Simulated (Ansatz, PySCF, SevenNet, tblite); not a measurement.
Zinc-blende BAs, bulk modulus B0

Reference value: 142 GPa (measured, temperature not stated, not corrected to a static lattice; as tabulated in PMC11618452 (zinc blende boron arsenide), quoting Tian et al.).

Question: What do GFN1-xTB, SevenNet-0, LDA, PBE, PBE-D4, r²SCAN, r²SCAN+rVV10, HSE06-D3(BJ), LC-ωPBE, Hartree–Fock, MP2, CCSD give, and how far is each from the reference?

Answer: 
```tsv
level (code)	value (GPa)	cell (Å³/atom)	difference (%)
GFN1-xTB (tblite)	157	13.09	+10.6
SevenNet-0	129	13.96	-9.2
LDA (Ansatz)	147	13.25	+3.5
PBE (Ansatz)	131	13.90	-7.7
PBE-D4 (Ansatz)	140	13.46	-1.4
r²SCAN (Ansatz)	141	13.68	-0.7
r²SCAN+rVV10 (Ansatz)	143	13.61	+0.7
HSE06-D3(BJ) (Ansatz)	154	13.18	+8.5
LC-ωPBE (Ansatz)	166	13.17	+16.9
Hartree–Fock (Ansatz)	149	14.06	+4.9
MP2 (PySCF)	152 ± 5	13.33	+7.0
CCSD (PySCF)	146 ± 4	13.47	+2.8
```

The reference's temperature isn't stated, so close values are not ranked against it.

The measured value isn't corrected to a static lattice, so vibrations enter the comparison. A static lattice is as a rule stiffer than a warm one, by over a tenth in soft solids.  A ± on a computed value is a rough bar: the spread of its extrapolation, a floor set from checks against published values, or a statistical error. GFN1-xTB: the method was fitted mainly to molecules. GFN1-xTB: the run uses a supercell at the zone centre in place of a k mesh. Each level is taken at its own relaxed cell. Cutoffs and k meshes differ between the levels. Ansatz's density-functional and Hartree–Fock values are scalar-relativistic unless marked +SOC, with PAW data made under PBE.

Machine-learned potentials (SevenNet-0) are trained on DFT data: a solid inside that data is no test of them.

Differences are worked out from the printed values.

Ansatz is a program for electronic structure.
